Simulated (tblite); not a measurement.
Compound: C₃H₃NO.
SMILES with atom numbers: `[NH2:1][C:2]#[C:3][CH:4]=[O:5]` (hydrogens: H6, H7 on N1; H8 on C4)

Computed with GFN2-xTB (tblite), gas phase: L-BFGS steps from a force-field or distance-geometry start until the largest atomic force falls under 0.01 eV/Å.

Step 59: E = -403.8832 eV
```
atom  x, y, z in Å  |  force x, y, z in eV/Å
N1      1.9765   -0.0648    0.1196   -0.086  -0.130  -0.031
C2      0.6651    0.0038    0.0177    0.019  -0.073   0.104
C3     -0.5471    0.0129    0.0345   -0.089   0.114  -0.025
C4     -1.9546    0.0572   -0.0007   -0.026  -0.064  -0.051
O5     -2.6921   -0.8879   -0.1605    0.019   0.004   0.040
H6      2.4040   -0.9540   -0.0923    0.044   0.047  -0.026
H7      2.5172    0.7594   -0.0779    0.054   0.091   0.001
H8     -2.3600    1.0831    0.1351    0.067   0.012  -0.012
```

Step 60: E = -403.8853 eV
```
atom  x, y, z in Å  |  force x, y, z in eV/Å
N1      1.9749   -0.0689    0.1148   -0.008  -0.035  -0.048
C2      0.6635    0.0040    0.0200    0.038  -0.086   0.104
C3     -0.5487    0.0192    0.0441   -0.057   0.080  -0.035
C4     -1.9554    0.0566    0.0012    0.017   0.024  -0.057
O5     -2.6884   -0.8917   -0.1518   -0.030  -0.052   0.034
H6      2.4047   -0.9549   -0.1078    0.016   0.066  -0.016
H7      2.5196    0.7605   -0.0632   -0.015  -0.007   0.015
H8     -2.3612    1.0848    0.1183    0.039   0.009   0.003
```

Step 61: E = -403.8869 eV
```
atom  x, y, z in Å  |  force x, y, z in eV/Å
N1      1.9734   -0.0710    0.1098    0.066  -0.084  -0.066
C2      0.6616    0.0033    0.0294    0.044  -0.081   0.059
C3     -0.5511    0.0202    0.0458    0.003   0.009  -0.029
C4     -1.9565    0.0541    0.0017   -0.086  -0.112  -0.076
O5     -2.6950   -0.8972   -0.1286    0.125   0.155   0.053
H6      2.4046   -0.9527   -0.1387   -0.041   0.175   0.033
H7      2.5225    0.7642   -0.0332   -0.071  -0.066   0.010
H8     -2.3504    1.0887    0.0893   -0.041   0.005   0.016
```

Task: Estimate the geometry and energy of step 62. (The exact step hangs on the optimiser's Hessian estimate; all steps are aligned on step 61, rigid shifts and turns removed.)

Result: E = -403.8879 eV, largest force 0.101 eV/Å
```
atom  x, y, z in Å  |  force x, y, z in eV/Å
N1      1.9727   -0.0734    0.1056    0.034   0.050  -0.021
C2      0.6609   -0.0012    0.0317    0.043  -0.065   0.049
C3     -0.5515    0.0293    0.0524    0.014  -0.019  -0.037
C4     -1.9569    0.0554    0.0015    0.016   0.003  -0.048
O5     -2.6888   -0.8974   -0.1335    0.023   0.010   0.033
H6      2.4062   -0.9513   -0.1354    0.009   0.027  -0.007
H7      2.5224    0.7616   -0.0372   -0.083  -0.055   0.014
H8     -2.3557    1.0867    0.0904   -0.056   0.049   0.016
```

The energy changes by -0.0010 eV. The first-order estimate −F·Δx gives -0.0018 eV and the mean of the old and new forces, exact on a quadratic surface, -0.0010 eV. The step makes an angle of 74° with the force vector and moves no atom by more than 0.011 Å.

The cost below is that of the whole relaxation. Hardware: one thread, Intel Xeon 6975P-C (x86_64) (shared host). Cost: 0.14 s of wall time.
